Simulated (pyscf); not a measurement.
H₃C–I + H₂ → CH₄ + HI, a four-centre exchange (singlet surface; C–I, H–H broken, C–H, H–I formed). PySCF, gas phase, ωB97X-D3(BJ)/def2-SVP geometries. Energies in eV from the separated reactants.

Small-basis levels: PySCF, no dispersion term, spherical d functions. AM1 to PM7: differences of heats of formation from MOPAC, which are fitted to 298 K values and so differ in kind from electronic energies by zero-point and thermal terms. 

```
level                   barrier  reaction energy
----------------------  -------  ---------------
MP2/6-31G*+LANL2DZ         3.93            -0.51
SVWN5/6-31G*+LANL2DZ       2.66            -0.56
BP86/6-31G*+LANL2DZ         [?]            -0.56
PBE/def2-SVP                [?]            -0.83
B3LYP/def2-SVP             3.04            -0.89
AM1                        4.49            -0.22
PM7                        4.17            +0.62
ωB97M-D3(BJ)/def2-TZVP      [?]            -0.80
```

Q: Complete the blanks.

A: 
- BP86/6-31G*+LANL2DZ, barrier: 2.89
- PBE/def2-SVP, barrier: 2.78
- ωB97M-D3(BJ)/def2-TZVP, barrier: 3.41

Against the last row the barrier runs from -0.75 (SVWN5/6-31G*+LANL2DZ) to +1.09 eV (AM1). ωB97M-D3(BJ)/def2-TZVP has limits of its own. From the product side, I• + H• + CH₄ lies, by one bond made or cut, 0.87 eV under this saddle at ωB97M-D3(BJ)/def2-TZVP. The same reactants have a lower exit, to CH₃• + I• + H₂ (no saddle counted: cutting one bond costs +2.72 eV at ωB97M-D3(BJ)/def2-TZVP, against +3.41 eV here). One saddle was located; it need not be the lowest between these sides. A restricted solution here is unstable towards spin polarisation, so biradical character is likely and single-reference numbers are less safe. In the def2 sets elements past Kr carry core potentials, without spin-orbit coupling.
